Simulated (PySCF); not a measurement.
System (SMILES): C[SiH3] (CH3-SiH3).
Geometry (B3LYP-D3(BJ)/def2-TZVP, fixed):
```
Si
H 1 1.4834
H 1 1.4834 2 108.30
H 1 1.4834 2 108.30 3 -117.24
C 1 1.8761 2 110.62 4 -121.38
H 5 1.0915 1 110.87 2 60.00
H 5 1.0915 6 108.04 1 -121.68
H 5 1.0915 6 108.04 7 -116.65
```

Basis-set convergence of the mean static polarisability at HF with PySCF. All functions are spherical. Density fitting with generated auxiliary sets. No added dispersion term, no relativity. Reference: the value in aug-pcseg-2, 40.41 bohr³, itself unsure by roughly 0.4 % (its distance from aug-cc-pV(T+d)Z). Deviations are taken from unrounded values. Cost is core time over that of Sadlej pVTZ, rough, on shared machines of one kind; a dash marks a row that isn't timed (too short, read off another run, short of memory, by another algorithm or on other hardware).

```json
[
 {"basis": "def2-SVP", "functions": "62", "mean static polarisability (bohr³)": "34.39", "minus reference (%)": "-14.9", "cost": "-"},
 {"basis": "6-311G**", "functions": "80", "mean static polarisability (bohr³)": "35.20", "minus reference (%)": "-12.9", "cost": "-"},
 {"basis": "6-311+G**", "functions": "88", "mean static polarisability (bohr³)": "36.39", "minus reference (%)": "-10.0", "cost": "-"},
 {"basis": "def2-TZVP", "functions": "104", "mean static polarisability (bohr³)": "38.02", "minus reference (%)": "-5.9", "cost": "0.6×"},
 {"basis": "Sadlej pVTZ", "functions": "110", "mean static polarisability (bohr³)": "40.75", "minus reference (%)": "0.8", "cost": "1×"},
 {"basis": "6-311++G(2d,2p)", "functions": "122", "mean static polarisability (bohr³)": "38.72", "minus reference (%)": "-4.2", "cost": "1×"},
 {"basis": "pcseg-2", "functions": "148", "mean static polarisability (bohr³)": "37.87", "minus reference (%)": "-6.3", "cost": "2×"},
 {"basis": "cc-pV(T+d)Z", "functions": "153", "mean static polarisability (bohr³)": "38.45", "minus reference (%)": "-4.8", "cost": "2×"},
 {"basis": "def2-TZVPP", "functions": "157", "mean static polarisability (bohr³)": "38.68", "minus reference (%)": "-4.3", "cost": "3×"},
 {"basis": "6-311++G(3df,3pd)", "functions": "194", "mean static polarisability (bohr³)": "40.23", "minus reference (%)": "-0.4", "cost": "6×"},
 {"basis": "cc-pV(Q+d)Z", "functions": "299", "mean static polarisability (bohr³)": "39.67", "minus reference (%)": "-1.8", "cost": "20×"},
 {"basis": "def2-QZVPP", "functions": "307", "mean static polarisability (bohr³)": "39.86", "minus reference (%)": "-1.4", "cost": "20×"},
 {"basis": "pcseg-3", "functions": "322", "mean static polarisability (bohr³)": "40.06", "minus reference (%)": "-0.9", "cost": "30×"}
]
```
